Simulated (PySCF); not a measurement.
**Electron affinity of S by level of theory**

S⁻ [Ne] 3s2 3p5 [3p1/2^2 3p3/2^3, M_J = 3/2] → S [Ne] 3s2 3p4 [3p1/2^2 3p3/2^2, M_J = 2], as a difference of total energies. Computed with PySCF 2.14 in x2c-SVPall-2c with one added diffuse shell each of s, p type (5s5p1d, 25 functions), with the two-component X2C-1e Hamiltonian. Correlated levels: [Ne] frozen. "Screened" scales the spin-orbit matrix elements by Boettger's factors to mimic the two-electron term; Breit and QED terms are absent.

```tsv
method	electron affinity (eV)	error (eV)
GHF (spin-free)	0.956	-1.121
GMP2 (spin-free)	1.526	-0.551
GHF (screened spin-orbit)	0.951	-1.126
GMP2 (screened spin-orbit)	1.521	-0.556
```

Reference: 2.077 eV (measured; photodetachment measurements, as compiled on the Wikipedia data page of electron affinities).

Errors of the correlated levels include the incompleteness of this basis and the frozen core.

The labels give the starting determinants; with spin-orbit coupling the two ends relaxed to ⟨J²⟩ = 3.77, ⟨L²⟩ = 2.01, ⟨S²⟩ = 0.76 and ⟨J²⟩ = 6.01, ⟨L²⟩ = 2.01, ⟨S²⟩ = 2.00.
